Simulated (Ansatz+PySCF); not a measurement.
# singlet LiH2O(+): levels of theory in one basis

```xyz
4

Li    0.0000    0.0000   -1.4887
O     0.0000    0.0000    0.3286
H     0.0000    0.7683    0.9186
H     0.0000   -0.7683    0.9186
```

Basis set: def2-SVP (spherical functions). Left uncorrelated: 1 orbital. Charge 1, multiplicity 1.

Computed with Ansatz (development build ahead of 0.2.0); each method stands on the lowest determinant of its kind that the runs found. NEVPT2 correlates all electrons. Active spaces start from the frontier orbitals, and the lowest solution found is given.

| method | E − E(RHF) (eV) | <S²> of the determinant |
| --- | --- | --- |
| RHF | 0.00 | 0.00 |
| RHF-MP2 | -5.58 | – |
| RHF-CCSD | -5.82 | – |
| CASSCF(2,2) | -0.54 | – |
| SC-NEVPT2(2,2) | -5.66 | – |

**Question.** What does RHF-CCSD(T) give on the same scale?

**Answer.** -5.90 eV.

**Question.** Is a single determinant a sound starting point here?

**Answer.** By this sign, yes. Unrestricted orbitals gain 0.00 eV and <S²> is 0.00 against 0.00 for a pure state. The CASSCF(2,2) natural occupations are 1.98, 0.02.

Caution for CASSCF(2,2): other starts end on other solutions of this active space.
